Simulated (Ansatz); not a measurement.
I need vertical energies of changing the electron count of AlH3OSi, SMILES [O]1[AlH][SiH2]1. Use the Ansatz DFT code, driven from Python. Level of theory (for the species named): r2SCAN, cc-pVDZ basis, multiplicity 1, D4 dispersion.

The script reads `alh3osi.xyz`:
```text
6

O    -1.08760   -0.65050   -0.34030
Al    0.51980   -1.33190   -0.02620
Si   -0.26890    0.85930   -0.16440
H     1.68370   -2.07270    0.86660
H    -0.12410    1.56550   -1.44850
H    -0.68070    1.56630    1.06670
```

`ip_alh3osi.py`:
```python
"""Vertical ionisation energy of AlH3OSi."""

import ansatz as az


def energy_of(molecule, charge=0, unpaired=0):
    calc = (
        molecule.calculation()
        .basis(gaussian="cc-pVDZ")  # the orbital basis, by name
        .functional("r2scan", dispersion="d4")
    )
    if charge:
        calc = calc.charge(charge)
    if unpaired:
        calc = calc.spin("collinear", total=unpaired)
    report = calc.run().report
    if report["published_state_doubts"]:
        print("  doubts:", report["published_state_doubts"])
    return report["free_energy_ev"]


def main() -> None:
    alh3osi = az.Crystal.molecule_from_extxyz("alh3osi.xyz")

    # total-energy differences at one geometry
    parent = energy_of(alh3osi, 0, 0)
    cation = energy_of(alh3osi, 1, 1)
    print(f"E(N)   = {parent:.5f} eV")
    print(f"E(N-1) = {cation:.5f} eV  (1 unpaired)")
    print(f"vertical ionisation energy {cation - parent:.3f} eV")


if __name__ == "__main__":
    main()
```

Output of `python ip_alh3osi.py`:
```text
E(N)   = -16567.09822 eV
E(N-1) = -16559.72525 eV  (1 unpaired)
vertical ionisation energy 7.373 eV
```

At this unrelaxed geometry removing an electron costs 7.37 eV.

Notes:
- These settings explore the input space; basis and method may be short of convergence.
- The geometry is a force-field or estimated start, not a minimum of this method, and the basis set is short of its limit. All parts are taken at fixed geometry, without zero-point energy. At an unrelaxed start these energies can be a whole eV from those at the minimum, and a small affinity can change sign.
- Wall time of the script: 7.4 s on 1 thread of Arm Neoverse V2 (shared host), peak memory 0.22 GiB.
